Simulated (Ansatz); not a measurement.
Ge–CH2⁺, quartet: the ladder up to RCCSDTQ

Geometry: that of the Ge–CH2, triplet, kept fixed. The doublet lies 2.5 eV lower here.

```xyz
4

Ge    0.0000    0.0000    0.3308
C     0.0000    0.0000   -1.6265
H     0.0000    0.9089   -2.2295
H     0.0000   -0.9089   -2.2295
```

Basis cc-pVDZ; Ansatz 0.2.0. Only valence electrons are correlated (noble-gas cores and the filled d shells of p-block atoms frozen), which leaves 9 electrons in 36 orbitals. R marks a restricted (for open shells ROHF) determinant, U an unrestricted one. Active spaces: valence = (9e, 10o) chosen from the atoms' valence shells. No spin–orbit coupling is included, and no scalar relativity.

Full CI isn't at hand for all of this; RCCSDTQ serves as the reference, and is uncertain by about the last step of the cluster series. The frozen core follows each run's orbitals, which can shift R against U totals by a few meV for light atoms and by up to 0.1 eV past Ca.

For open shells CISD is restricted-active-space CI with the open shells as a complete middle space.

```
UHF ⟨S²⟩                          : 3.777
T1 diagnostic (RCCSD)             : 0.0274
largest doubles amplitude (RCCSD) : 0.079
```

```json
{"level": "RMP2", "E − E(RHF) (eV)": "-4.2687"}
{"level": "RCCSD", "E − E(RHF) (eV)": "-5.0293"}
{"level": "RCCSD(T)", "E − E(RHF) (eV)": "-5.1829"}
```

Question: Estimate how far RCCSDTQ in cc-pVDZ lies from RCCSD(T). The table doesn't fix it; the size of (T) and the diagnostics are the guide.

Answer: RCCSDTQ in cc-pVDZ lies 0.87 kcal/mol below RCCSD(T), which is 24 % of the (T) step (-3.54 kcal/mol). The diagnostics are small and one determinant leads, so the series closes fast and only a small part of (T) is left.

The other levels:

| level | E − E(RCCSDTQ) (kcal/mol) | share of correlation (%) | wall time |
| --- | --- | --- | --- |
| CISD | 10.13 | 91.58 | 3.9 s |
| BCCD(T) | 0.91 | 99.24 | 3.6 s |
| RCCSDT | 0.24 | 99.80 | – |
| RCCSDT(Q) | 0.01 | 99.99 | 14 s |
| CASSCF (valence space) | 66.45 | 44.81 | – |
| NEVPT2 (valence space) | 16.67 | 86.15 | 6 s |
| MRCISD (valence space) | 3.72 | 96.91 | – |
| MRCISD+Q (valence space) | 0.61 | 99.50 | 9 s (H100) |

The correlation energy at RCCSDTQ, counted from RHF, is -5.221 eV. That run took 28 s on 2 threads of AMD EPYC 7R13 with a shared H100 80 GB, shared host.

Run but not shown, since their state or frozen core can't be matched to the reference's or they repeat it: UHF, UMP2, UCCSD, UCCSD(T), UCCSDT, UCCSDT(Q).

Times hold each run's SCF and search for its determinant on a shared host, so for small cases they say little of a method's own cost; rows without a card ran on 1 thread of AMD EPYC 7R13.

Natural occupations of CASSCF (valence space) about the gap: 1.979 1.975 1.958 1.006 1.000 0.981 0.029 0.029 0.022 0.020; effectively unpaired electrons, Σ n²(2−n)², 3.02.
